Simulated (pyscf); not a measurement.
**Four-centre exchange: F–SiH₂• (SMILES F[SiH2]) + H₂O (SMILES O) → HO–SiH₂• (SMILES O[SiH2]) + HF (SMILES F)**

Gas phase, doublet surface, charge 0. Bonds broken: Si1–F2, O5–H6. Bonds formed: Si1–O5, F2–H6. Structures and frequencies: ωB97X-D3(BJ)/def2-SVP in PySCF. Correlated levels are frozen-core, on RHF or UHF. ΔMP2 is the change of the MP2 total energy from the triple- to the quadruple-zeta basis.

Transition state (Å):

```xyz
7

Si     0.0395    -0.6894     1.2369
F      0.9473     1.0597     1.0450
H      1.1669    -1.2559     2.0267
H      0.2142    -0.8014    -0.2553
O     -0.7838     0.6360     2.2824
H      0.0495     1.2859     1.7350
H     -1.7256     0.7821     2.1252
```

One imaginary mode, 784i cm⁻¹; descent along it reached the two sides named, in the forms told below.

| bond | change | reactant side (Å) | saddle | product side |
|---|---|---|---|---|
| Si1–F2 | breaks | 1.653 | 1.980 | 3.2 |
| O5–H6 | breaks | 0.968 | 1.190 | 1.723 |
| Si1–O5 | forms | 2.7 | 1.878 | 1.699 |
| F2–H6 | forms | 2.116 | 1.155 | 0.938 |

Electronic energies relative to the separated reactants (eV):

```tsv
level	barrier	reaction energy	reverse barrier
ωB97X-D3(BJ)/def2-TZVP	1.06	+0.38	0.68
PBE/def2-TZVP	0.83	+0.39	0.45
r²SCAN/def2-TZVP	0.92	+0.39	0.52
B3LYP-D3(BJ)/def2-TZVP	1.06	+0.40	0.66
PBE0-D3(BJ)/def2-TZVP	0.94	+0.36	0.58
M06-2X/def2-TZVP	1.05	+0.38	0.67
ωB97M-D3(BJ)/def2-TZVP	1.05	+0.39	0.66
HF/def2-TZVP	1.82	+0.45	1.37
MP2/def2-QZVPP	1.13	+0.38	0.76
CCSD/def2-TZVPP	1.27	+0.38	0.89
CCSD(T)/def2-TZVPP	1.16	+0.37	0.79
CCSD(T)/def2-TZVPP + ΔMP2(QZVPP)	1.17	+0.38	0.80
```

With CCSD(T)/def2-TZVPP + ΔMP2(QZVPP) energies and thermal terms (ideal gas, 1 atm, RRHO with modes under 100 cm⁻¹ raised to 100, one conformer, R ln 2 for rigid chiral ones), in eV:

```tsv
T (K)	ΔH‡	ΔG‡	ΔH	ΔG
298	1.12	1.56	+0.36	+0.37
600	1.12	2.02	+0.38	+0.36
900	1.15	2.46	+0.40	+0.35
1200	1.18	2.90	+0.42	+0.33
```

On the reactant side the descent ends in a complex, 0.18 eV under the separated species and 1.23 eV under the saddle at ωB97X-D3(BJ)/def2-TZVP. On the product side the descent ends in a complex, 0.31 eV under the separated species and 0.99 eV under the saddle at ωB97X-D3(BJ)/def2-TZVP. The same reactants have a lower exit, to HO–SiH₂–F + H• (barrier +0.78 eV at ωB97M-D3(BJ), against +1.05 eV here). This is the saddle that the search found; another between the same sides may lie lower. The CCSD(T) − MP2 part came from Ansatz, without density fitting, on the same reference.
